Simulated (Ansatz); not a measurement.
We consider bcc Li, described by r²SCAN (Ansatz, a quantum-chemistry and plane-wave program, PAW).

A relaxed, unreconstructed slab of the (110) face has 6 atoms, two equal faces of 8.553 Å² each and an energy of -1230.2694 eV. A bulk cell of 2 atoms with the same orientation and in-plane k mesh has -410.2678 eV. Energies are extrapolated to zero smearing.

Numerical settings: plane-wave cutoff 500 eV, 20×20×1 k mesh (along the axes of the cell as run), Fermi–Dirac smearing 0.1 eV, scalar-relativistic PAW data made under PBE.

Worked out: γ = (E_slab − N E_bulk per atom)/2A = [-1230.2694 − 6 × (-410.2678/2)]/(2 × 8.553) = 0.0312 eV/Å². With 16.022 J/m² per eV/Å² this is 0.50 J/m², or 0.27 eV per surface cell and face.
